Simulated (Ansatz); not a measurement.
bcc Cs, treated with revPBE (PAW; Ansatz, an electronic-structure program).

Input:

Ansatz 0.2 input:
```yaml
crystal:
  lattice:
    - [-3.1630656791, 3.1630656791, 3.1630656791]
    - [3.1630656791, -3.1630656791, 3.1630656791]
    - [3.1630656791, 3.1630656791, -3.1630656791]
  atoms:
    - { symbol: Cs, position: [0.0, 0.0, 0.0] }
basis:
  ecutwfc: 520
  ecutrho_ratio: 4
  xc_grid: 2
kpoints:
  mp_grid: { grid: [14, 14, 14] }
hamiltonian:
  xc: revpbe
  dispersion: none
  pseudopotentials: { kind: paw }
scf:
  occupations: { method: fermi_dirac, width: 0.05 }
  convergence: { dr2_threshold: 0.0000000001 }
output:
  forces: false
  stress: true
  eigenvalues: true
```

Output (set-up and result lines):

```
Crystal: 1 atoms, lattice volume = 126.586 Å³
Basis set: ecut = 520 eV, 3463 PW (Γ), exchange–correlation on 90×90×90 points (8 copies of the dense FFT grid, shifted against one another)
Bands: 9, of which v1, the nominal top of the filled ones, is band 5 counted from 1 (4 counted from 0)
Symmetry: 48 space group operations
Space group: Im-3m (ITA 229), of the structure as read, at distance tolerance 5.0e-5 Å
k-points: 104 of 2744
Functional: x = revpbe(κ = 1.245, μ = 0.2195149727645171), c = pbe(β = 0.06672455060314922)
SCF iter   1: F=—  HF=-5677.654342 eV  |F-HF|=—  |Δ(HF+E_count)|=         —  Δρ=7.86e-4  dr2=5.73e-4
SCF iter   2: F=—  HF=-5677.655234 eV  |F-HF|=—  |Δ(HF+E_count)|=   8.92e-4  Δρ=4.78e-4  dr2=2.63e-4
  ...
SCF iter   7: F=—  HF=-5677.655572 eV  |F-HF|=—  |Δ(HF+E_count)|=   7.33e-9  Δρ=2.89e-7  dr2=2.31e-10
SCF iter   8: F=-5677.655572 eV  HF=-5677.655572 eV  |F-HF|=2.09e-11  |Δ(HF+E_count)|=  4.18e-10  Δρ=1.17e-7  dr2=4.23e-11
SCF 1 converged in 8 iterations: F = -5677.655572 eV  dr2 = 4.23e-11
SCF converged after 8 iterations
Free energy (F): -5677.655572 eV
Internal energy: -5677.644497 eV  (E = F + TS)
E sigma→0 (E₀):  -5677.650034 eV
Fermi energy:    1.951047 eV
--- Stress (GPa, compression-positive) ---
        0.035773       0.000000      -0.000000
        0.000000       0.035773       0.000000
        0.000000       0.000000       0.035773
  P = ⅓ Tr σ = 0.0358 GPa (0.358 kbar)
```

The PAW data were made under PBE.

The result took roughly 12 core-seconds.
